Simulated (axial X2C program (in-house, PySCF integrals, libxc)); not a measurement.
Nuclear properties of HCP

Calculated with an in-house all-electron X2C program for linear molecules (integrals from PySCF): two-component X2C with atomic mean-field Coulomb and Gaunt terms, Gaussian nuclei, basis H dyall-v3z, C dyall-v3z, P dyall-v3z with contracted cores.

H–C–P held linear, with bonds 1.074 and 1.537 Å (near the PBE0 minimum at charge 0 of the determinant lowest at the starting distance; the state shown can have its own minimum elsewhere, held linear; other orders of the atoms were not compared).

Input and command:
```json
{"zs": [1, 6, 15], "q": 0, "bas": ["dyall-v3z", "dyall-v3z", "dyall-v3z"], "r0": [1.07, 1.54], "symm": 0, "scan": ["PBE0", "HF", "BHandHLYP"], "levels": ["PBE0", "HF", "r2SCAN"], "nst": 2}
```
```bash
python solin.py task.json out
```

Keys: zs atomic numbers; q charge; bas basis sets; r0 starting distance in Å; symm equal bonds; scan levels of the two-bond scan; levels methods; nst determinants followed.

Determinant lowest in the PBE0 search, Ω = 0 (closed shell), highest spinor 48% C p, 44% P p, 2% H p:

| level | qzz H (a.u.) | qzz C (a.u.) | qzz P (a.u.) | μ (D) |
| --- | --- | --- | --- | --- |
| PBE0 | 0.32 | -0.42 | -1.43 | -0.39 |
| HF | 0.32 | -0.52 | -1.63 | -0.37 |
| r2SCAN | 0.32 | -0.41 | -1.38 | -0.46 |

qzz is the electric field gradient, eQq0 = 234.96 MHz × Q/barn × qzz; μ is positive if the P end (last atom) is positive. The operators were transformed with the bare-nucleus X2C matrices; with these basis sets, hyperfine constants and field gradients can be off by tens of per cent, and where levels differ in sign neither size nor sign is settled.

The molecule was held linear; bending was not examined, so a bent shape may lie lower.

Each state is one determinant with collinear spin. The search compared states at one distance, so a state with another bond length can lie lower.
